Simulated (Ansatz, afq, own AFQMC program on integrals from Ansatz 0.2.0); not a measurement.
**Ge⁺, doublet in cc-pVQZ, levels against full CI**

A free Ge cation.

Basis cc-pVQZ. Noble-gas cores (and the filled d shells of Ga–Kr and In–Xe) are frozen. Integrals, coupled cluster, full CI and functionals: Ansatz 0.2.0; the random walks run on the same integrals in our own AFQMC program. ph-AFQMC/CISD is guided by a CISD state made of CCSD amplitudes; releasing the constraint for a short imaginary time cuts its bias at the price of noise, slowly where states lie close. Uncertainties: one standard error, sampling alone. No spin–orbit coupling.

Determinant: UHF, the one that the program's search chose, which needn't be the lowest solution.

Full CI on the same integrals is exact in this basis and with this determinant's frozen core.

Cautions: no relativity below Rb; no spin-orbit coupling; inner d shell frozen.

* T1 diagnostic: 0.0112
* weight of the determinant in the CISD state: 0.952
* ⟨S²⟩ of the determinant: 0.761
* size of the correlated space: 3 electrons in 54 orbitals

Reference: full CI, correlation energy -1.468 eV. The released energy is read at 2.40 1/Eh (meV from the phaseless value at times in 1/Eh: -1.2 ± 0.4 at 0.24, -1.5 ± 0.4 at 0.51, -1.7 ± 0.4 at 0.99, -1.8 ± 0.4 at 1.62, -1.9 ± 0.3 at 2.40).

```tsv
level	E − E(reference) (meV)	share of correlation (%)
HF	1468.1	0.00
MP2	385.2	73.76
CCSD	30.8	97.90
CCSD(T)	6.9	99.53
ph-AFQMC/CISD	2.5 ± 1.0	99.83
released AFQMC	0.6 ± 0.3	99.96
```

A walk keeps the symmetry of its determinant, which the program's search chose and which needn't be the lowest solution, so a lower state of the same spin and another symmetry isn't excluded. Released energies are given only where the last usable release times agree within the noise; a slower fall can still hide under it.
